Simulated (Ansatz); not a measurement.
Density of states of MgScAlO4 (R3m, a = 3.240 Å, b = 3.240 Å, c = 24.819 Å, α = 90.00°, β = 90.00°, γ = 120.00°), in states per eV and primitive cell, averaged over bins of 0.4 eV. The calculation used DFT r2SCAN, scalar-relativistic, plane waves, PAW in Ansatz 0.2.0.

Plane waves to 500 eV, a k mesh through Γ of 12×12×12 on the computed 7-atom cell and Gaussian smearing (0.02 eV); no spin polarisation.

The cell is relaxed at this level. The states (both spins) are summed by tetrahedra on a 18×18×18 mesh at the self-consistent density. Energies are bin centres; the table starts no lower than −8 eV and ends at 6 eV, or lower where the solved bands end.

The gap is 5.07 eV at this level, with the zero inside it.

```tsv
E − E_F (eV)	total	O 2p	Sc 3d	Al 3p	O 2s
-7.85	1.54	1.15	0.02	0.11	0.04
-7.45	0.98	0.75	0.02	0.08	0.02
-7.05	1.55	1.20	0.07	0.14	0.03
-6.65	3.56	2.91	0.13	0.30	0.04
-6.25	4.21	3.58	0.11	0.28	0.03
-5.85	3.32	2.72	0.25	0.13	0.02
-5.45	4.17	3.46	0.29	0.10	0.05
-5.05	5.51	4.65	0.39	0.10	0.08
-4.65	6.43	5.40	0.72	0.07	0.05
-4.25	4.50	3.93	0.34	0.04	0.04
-3.85	6.46	5.93	0.26	0.05	0.04
-3.45	8.68	8.23	0.19	0.03	0.03
-3.05	2.62	2.49	0.06	0.01	0.01
-2.65	4.56	4.41	0.06	0.00	0.01
-2.25	0.00	0.00	0.00	0.00	0.00
-1.85	0.00	0.00	0.00	0.00	0.00
-1.45	0.00	0.00	0.00	0.00	0.00
-1.05	0.00	0.00	0.00	0.00	0.00
-0.65	0.00	0.00	0.00	0.00	0.00
-0.25	0.00	0.00	0.00	0.00	0.00
0.15	0.00	0.00	0.00	0.00	0.00
0.55	0.00	0.00	0.00	0.00	0.00
0.95	0.00	0.00	0.00	0.00	0.00
1.35	0.00	0.00	0.00	0.00	0.00
1.75	0.00	0.00	0.00	0.00	0.00
2.15	0.00	0.00	0.00	0.00	0.00
2.55	1.42	0.14	1.19	0.00	0.01
2.95	4.05	0.29	3.49	0.02	0.06
3.35	3.06	0.30	2.46	0.04	0.07
3.75	6.12	0.50	5.22	0.07	0.09
4.15	1.61	0.08	1.18	0.11	0.10
4.55	0.95	0.10	0.27	0.19	0.15
4.95	2.69	0.28	0.91	0.45	0.33
5.35	3.37	0.35	1.48	0.60	0.30
5.75	5.75	0.96	3.48	0.53	0.27
```

The columns after the total are the main Löwdin projections on the occupied valence shells of the potentials; 4 others are left out. The rest of the total lies in those, in shells that are empty in the free atom, which aren't projected, and between the atoms.

Whether MgScAlO4 exists in this form wasn't checked.

Cost: 1 run of about 6.2 core-minutes, on Arm Neoverse V2 (shared hosts).